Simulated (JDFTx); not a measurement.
An input for JDFTx (a modified build) (methanol, CH4O (SMILES CO), charge 0, multiplicity 1; bohr, hartree):

```
lattice \
  14.6453774658 0.0000000000 0.0000000000 \
  0.0000000000 12.2832198101 0.0000000000 \
  0.0000000000 0.0000000000 13.2280828724
coords-type Cartesian
ion C -1.1844106562 -0.2168536410 0.0090778838 0
ion O 1.2703425402 0.7995159840 0.0092365391 0
ion H -1.5435612518 -1.3526442581 -1.6850829036 0
ion H -2.4792358394 1.3804862576 0.0248365860 0
ion H -1.5326526965 -1.3804862576 1.6850829036 0
ion H 2.4792358394 -0.5608188626 0.0069541176 0
ion-species pseudo/c_pbe_v1.2.upf
ion-species pseudo/o_pbe_v1.2.upf
ion-species pseudo/h_pbe_v1.4.upf
elec-cutoff 20 100
elec-ex-corr gga-PBE
symmetries none
coulomb-interaction Isolated
coulomb-truncation-embed 0 0 0
elec-n-bands 7
electronic-minimize nIterations 150 energyDiffThreshold 1e-7
dump-name s0.$VAR
dump End State Ecomponents EigStats BandEigs Forces ElecDensity IonicPositions
```

What happens when this is run, and what should be changed?

It stops during set-up with
```
Atom 3 lies within the margin of 5 bohrs from the truncation boundary.
Expand unit cell, or if absolutely sure, reduce coulomb-truncation-ion-margin.
Failed.
```
The box is too small for the truncated Coulomb interaction: enlarge the cell, or lower coulomb-truncation-ion-margin if the density is known to be confined.
